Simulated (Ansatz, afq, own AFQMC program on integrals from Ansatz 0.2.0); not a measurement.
AFQMC on a folder of integrals that Ansatz 0.2.0 wrote.

```yaml
crystal:
  periodic: [false, false, false]
  atoms:
    - {symbol: C, position_ang: [0.000000, 0.000000, -1.432467]}
    - {symbol: N, position_ang: [0.000000, 0.000000, -0.257167]}
    - {symbol: Ga, position_ang: [0.000000, 0.000000, 1.689633]}
basis:
  gaussian: {orbitals: cc-pVDZ}
magnetization: {spin_polarized: false}
correlation: {method: ccsd_t, electrons: outside_noble_gas, hamiltonian_folder: ham}
```

```sh
$ ansatz run in.yaml --threads 1 --pin off --events-out ev --progress --plain --max-ram 1843MiB
```

Options of the walk:

```
--method phaseless --trial cisd --walkers 60 --populations 1 --least-time 40 --time-step 0.005 --steps-per-block 50 --equilibration-blocks 28 --max-blocks 300 --target-error 0.00042 --factor-cut 1e-05 --seed 7350 --release-times 0.24,0.51,0.99,1.62,2.4 --release-step 0.03 --release-every 4 --taylor-order 6
```

Times are imaginary, in 1/Eh. The walk had a cap of 638 s. Filled inner d shells are frozen with the cores.

Output of the walk:

```
orbitals 39  electrons 6 6  factors 298 of 595
reference energy -2015.54883993 Eh
CCSD correlation -0.32248160 Eh in 11 cycles, weight of the determinant in the CISD state 0.8503
energy of the start -2015.871321 Eh
 block  time / (1/Eh)  mean weight  energy / Eh
     1     0.250  0.9978  -2015.866670
     2     0.500  1.0005  -2015.869758
     3     0.750  1.0002  -2015.874219
     4     1.000  0.9980  -2015.888445
     5     1.250  0.9995  -2015.885063
     9     2.250  1.0005  -2015.886447
    33     8.250  0.9962  -2015.900445
    65    16.250  1.0011  -2015.879939
    97    24.250  0.9997  -2015.876485
   129    32.250  1.0005  -2015.875740
   161    40.250  0.9996  -2015.905728
   193    48.250  1.0012  -2015.888962
   225    56.250  0.9982  -2015.880069
   241    60.250  1.0027  -2015.874246
   257    64.250  1.0040  -2015.900557
   289    72.250  0.9995  -2015.896394
   321    80.250  0.9993  -2015.874568
blocks merged  error / Eh  count
     1  0.000519  300
     2  0.000631  150
     4  0.000715  75
     8  0.000886  37
    16  0.000951  18
    32  0.000761  9
released: time / (1/Eh)  energy / Eh  error  mean overlap
  0.24  -2015.886108  0.001074  0.9997
  0.51  -2015.886192  0.001237  1.0040
  0.99  -2015.886714  0.000754  0.9943
  1.62  -2015.886840  0.000934  0.9785
  2.40  -2015.886632  0.001415  0.9804
energy -2015.886175 +/- 0.000951 Eh
(rows thinned)
```

The run passed its tests (sampling time, drift between the halves within three errors, error under three times the target), which doesn't prove that it has relaxed.

Against this walk (error 25.9 meV) on the same determinant: CCSD(T) 32.9 meV higher (within the noise), CCSDT(Q) 13.4 meV lower (within the noise). The error is statistical and leaves out the bias of the constraint. Released to 2.40 1/Eh the energy moves by -12 ± 46 meV (both errors), within twice the noise.

Cautions: constraint bias not in the error; error above the target (25.9 against 11.4 meV); no relativity below Rb; no spin-orbit coupling; inner d shell frozen.

The walk took 4.7 min on 1 thread of Arm Neoverse V1, on a shared host. The log's last line is the phaseless energy.

CCSDT and higher add their correlation energy to the determinant of the CCSD(T) run, since their own runs factorise the integrals more tightly (a shift of under 2 meV). A walk keeps the symmetry of its determinant, which the program's search chose and which needn't be the lowest solution, so a lower state of the same spin and another symmetry isn't excluded.
